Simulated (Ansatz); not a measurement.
The cluster C3H2, relaxed as a singlet with RKS r2SCAN-D4/def2-TZVP in Ansatz, starting from the GFN2-xTB geometry. Force threshold 0.02 eV/Å.

The restricted singlet is unstable towards broken spin symmetry in Hartree–Fock (as tested in another run); at r2SCAN-D4/def2-TZVP this wasn't settled. Another isomer (singlet) lies 1.26 eV lower at PBE0-D4/def2-TZVP; other spin states weren't run for this one.

Start:

| atom | x (Å) | y (Å) | z (Å) |
| --- | --- | --- | --- |
| C1 | 0.5856 | -0.4255 | 1.0520 |
| C2 | -0.0089 | -0.0022 | 0.0018 |
| C3 | -0.0523 | 0.5561 | -1.1472 |
| H4 | 0.2875 | -0.9135 | 1.9490 |
| H5 | -0.8120 | 0.7851 | -1.8556 |

Task: Estimate the energy that the relaxation releases and the steps that it takes.

Result: 2.9 kcal/mol, in 6 steps; 2.1 s on 4 threads of AMD EPYC 9B45 on a shared host. No frequencies were taken in this run, so the end may be a saddle point.

Task: Does the start keep its bonding and symmetry?

Result: By distances, no bond broke or formed. The bond that changes most is C3–H5, from 1.06 to 1.08 Å (atoms count from 1). Point group C2v at the start, C2v at the end, both within 0.05 Å.

Task: Predict the relaxed structure.

Result: 
Cartesian coordinates in Å:
```
C 0.653 -0.423 1.068
C 0.148 0.036 -0.027
C 0.002 0.584 -1.186
H 0.121 -0.906 1.880
H -0.924 0.708 -1.735
```
Bond lengths: 2 × C–C 1.29 Å; 2 × C–H 1.08 Å.
